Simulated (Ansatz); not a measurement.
# C3H9N (singlet): from Hartree-Fock to the top rungs, 6-31G*

The task here is to estimate one member of a computed series from the others.

Computed with Ansatz 0.2.0, Gaussian basis. Level: 6-31G*, core rule «outside noble gas», up to 4 orbitals frozen.

Plan: UHF; CCSD(T) on RHF; BCCD(T) on RHF; CISD; CCSDT(Q) on RHF; CASSCF and MRCISD+Q, 8 electrons in 8 orbitals; CASSCF and NEVPT2, 8 electrons in 8 orbitals.

21 further runs of the same task are left out: 3 that didn't finish, 18 set aside as unsound or not needed.

## What is computed

The geometry is an MP2(full)/6-31G* stationary point (not a proven minimum).

13 atoms, charge 0, spin multiplicity 1.

Atoms are counted from 1 here; the program's logs count them from 0.

Bond lengths: N1–C2 1.453 Å, N1–C3 1.453 Å, N1–C4 1.453 Å, C2–H5 1.106 Å, C2–H6 1.093 Å, C2–H7 1.093 Å, C3–H8 1.106 Å, C3–H9 1.093 Å, C3–H10 1.093 Å, C4–H11 1.106 Å, C4–H12 1.093 Å, C4–H13 1.093 Å. Angles: C2–N1–C3 110.4°, C2–N1–C4 110.4°, C3–N1–C4 110.4°, N1–C2–H5 112.8°, N1–C2–H6 109.5°, N1–C2–H7 109.5°, H5–C2–H6 108.3°, H5–C2–H7 108.3°, H6–C2–H7 108.3°, N1–C3–H8 112.8°, N1–C3–H9 109.5°, N1–C3–H10 109.5°, H8–C3–H9 108.3°, H8–C3–H10 108.3°, H9–C3–H10 108.3°, N1–C4–H11 112.8°, N1–C4–H12 109.5°, N1–C4–H13 109.5° and more.

The first run:

The input, in.yaml:

```yaml
crystal:
  periodic: [false, false, false]
  atoms:
    - {symbol: N, position_ang: [0.000000, 0.000000, 0.369021]}
    - {symbol: C, position_ang: [0.000000, 1.378021, -0.092000]}
    - {symbol: C, position_ang: [1.193401, -0.689011, -0.092000]}
    - {symbol: C, position_ang: [-1.193401, -0.689010, -0.092000]}
    - {symbol: H, position_ang: [0.000000, 1.461142, -1.194724]}
    - {symbol: H, position_ang: [0.886157, 1.891052, 0.290830]}
    - {symbol: H, position_ang: [-0.886156, 1.891052, 0.290830]}
    - {symbol: H, position_ang: [1.265386, -0.730571, -1.194724]}
    - {symbol: H, position_ang: [1.194621, -1.712960, 0.290830]}
    - {symbol: H, position_ang: [2.080777, -0.178093, 0.290830]}
    - {symbol: H, position_ang: [-1.265386, -0.730571, -1.194724]}
    - {symbol: H, position_ang: [-2.080777, -0.178092, 0.290830]}
    - {symbol: H, position_ang: [-1.194621, -1.712960, 0.290830]}
basis:
  gaussian: {orbitals: "6-31G*"}
magnetization: {spin_polarized: true, initial_magnetization: 0}
hamiltonian: {xc: hf}
output: {orbitals: {seedname: orbitals}}
```

Launch:

```console
> ansatz run in.yaml --threads 1 --pin off --events-out ev --progress --plain --max-ram 2880MiB --backend cpu
```

Steps of the session up to this table: UHF; CCSD(T) on RHF; BCCD(T) on RHF; CISD; CCSDT(Q) on RHF; CASSCF and MRCISD+Q, 8 electrons in 8 orbitals; CASSCF and NEVPT2, 8 electrons in 8 orbitals.

One table of the session follows, with a row left open; its other results are not shown here.

```
           method  from RCCSDT(Q) (kcal/mol)
              RHF                    +394.67
             RMP2                     +43.08
             CISD                     +66.09
            RCCSD                     +11.76
         RCCSD(T)                      +1.12
          BCCD(T)                      +1.08
           RCCSDT                      +0.59
        RCCSDT(Q)                          0
  CASSCF frontier                    +327.87
  NEVPT2 frontier                     +49.83
  MRCISD frontier                     +48.24
MRCISD+Q frontier                          ?
```

Q: Estimate the row for MRCISD+Q frontier from the others.

As computed: from RCCSDT(Q) (kcal/mol): +9.18. In the column «from RCCSDT(Q) (kcal/mol)» it lies between RCCSD(T) (+1.12) and RCCSD (+11.76).
